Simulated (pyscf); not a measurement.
PySCF, gas phase, ωB97X-D3(BJ)/def2-SVP geometries. Correlated levels are frozen-core, on RHF or UHF. ΔMP2 is the change of the MP2 total energy from the triple- to the quadruple-zeta basis.

Task: What is the homolytic dissociation enthalpy (298 K, CCSD(T)/def2-TZVPP + ΔMP2(QZVPP)) of the Se–Si bond of H₃Si–Se–SiH₃, to SiH₃• + H₃Si–Se•?

Result: Se–Si to SiH₃• + H₃Si–Se•: 79.7 kcal/mol. Other isomers of H₃Si–Se• were not searched in full and may lie lower. The CCSD(T) − MP2 part came from Ansatz, without density fitting, on the same reference. The frozen core leaves the outer d or s,p core shells of the metals and heavy elements correlated in the MP2 and CC values, and def2-TZVPP describes them poorly, which can shift differences by a few kcal/mol. Elements up to Kr have no core potential and no relativistic terms here.
